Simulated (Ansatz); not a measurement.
Geometry optimisation, Ansatz 0.2.0, RKS B3LYP-D4/def2-SVP.

The input (input.yaml):

```yaml
crystal:
  periodic: [false, false, false]
  atoms:
    - { symbol: Al, position_ang: [0.0, 0.0, 0.0] }
    - { symbol: H, position_ang: [0.0, 0.0, 1.91] }
    - { symbol: "N", position_ang: [1.6627, 0.0, -0.96] }
    - { symbol: H, position_ang: [2.1293, -0.9179, -1.2118] }
    - { symbol: H, position_ang: [2.1141, 0.9179, -1.2382] }
    - { symbol: H, position_ang: [-1.351, 0.0, -0.78] }
    - { symbol: Cl, position_ang: [0.1134, 2.3983, 0.7978] }
    - { symbol: H, position_ang: [0.0464, 0.9821, 1.9502] }
basis:
  gaussian: { orbitals: def2-SVP }
hamiltonian:
  xc: b3lyp
  dispersion: d4
relax:
  f_tol: 0.15
  max_steps: 25
  restrain:
    - { distance: [0, 6], at: 3.43, k: 30.0 }
    - { distance: [7, 1], at: 1.86, k: 30.0 }
    - { distance: [0, 1], at: 1.56, k: 30.0 }
    - { distance: [7, 6], at: 1.37, k: 30.0 }
```

Command:

```bash
$ ansatz run input.yaml --threads 1 --pin off --max-ram 2048MiB --backend cpu --events-out ev --progress --plain --runs-dir out
```

Q: Where does it end, and by what steps?

A: It converged. The restraints hold the end off the free minimum; the threshold counts their pulls, which the force column leaves out. Restrained pairs: Al1–Cl7 (2.53 → 3.43 Å), H2–H8 (0.98 → 1.86 Å), Al1–H2 (1.91 → 1.57 Å), Cl7–H8 (1.83 → 1.34 Å). After 11 steps the energy has fallen by 0.921 eV (the restraints' own energy left out); H5 moved furthest, 1.30 Å.

| step | energy less start (eV) | largest force component (eV/Å) | accepted |
| --- | --- | --- | --- |
| 0 | 0.0000 | 2.892 | yes |
| 1 | 0.3735 | 2.221 | yes |
| 2 | 0.1505 | 2.210 | yes |
| 3 | -0.1537 | 2.232 | yes |
| 4 | -0.3737 | 1.424 | yes |
| 5 | -0.4495 | 1.292 | yes |
| 6 | -0.5499 | 1.214 | yes |
| 7 | -0.6515 | 1.141 | yes |
| 8 | -0.7625 | 1.092 | yes |
| 9 | -0.8530 | 1.060 | yes |
| 10 | -0.9028 | 1.037 | yes |
| 11 | -0.9213 | 0.991 | yes |

```xyz
8
Properties=species:S:1:pos:R:3
Al 0.050 -0.088 -0.154
H 0.108 -0.300 1.401
N 1.594 -0.193 -1.013
H 2.493 -0.357 -0.568
H 1.722 -0.048 -2.009
H -1.300 0.142 -0.935
Cl -0.013 2.767 1.738
H 0.061 1.457 2.007
```

The run took 38 s on 1 thread of Arm Neoverse V1, on a shared host, peak memory 0.14 GiB.
